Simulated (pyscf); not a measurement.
Single points on ωB97X-D3(BJ)/def2-SVP structures (PySCF, gas phase).

Problem. Estimate by transition-state theory the rate constant of F–SnH₃ + H₂ → SnH₄ + HF (singlet surface; F–Sn, H–H broken, H–Sn, F–H formed) at 600 K, with ωB97M-D3(BJ)/def2-TZVP energies (ideal gas, 1 atm, RRHO with modes under 100 cm⁻¹ raised to 100, one conformer, R ln 2 for chiral ones without a mode under 150 cm⁻¹; no tunnelling).

Solution. The electronic barrier is 36.0 kcal/mol and the thermal terms add +15.7, so ΔG‡ = 51.7 kcal/mol. With k_BT/h = 1.25e+13 s⁻¹ and RT = 1.192 kcal/mol, and a volume of 8.18e-20 cm³ per molecule at 1 atm, k = 1.5e-25 cm³ molecule⁻¹ s⁻¹. Wigner's tunnelling factor for 1143i cm⁻¹ would be 1.31. A shift of 1 kcal/mol in the barrier changes k by a factor 2.3. At the saddle there is also a short H–Sn contact that neither side keeps. One saddle was located; it need not be the lowest between these sides. Elements past Kr carry the def2 core potentials, without spin-orbit coupling.
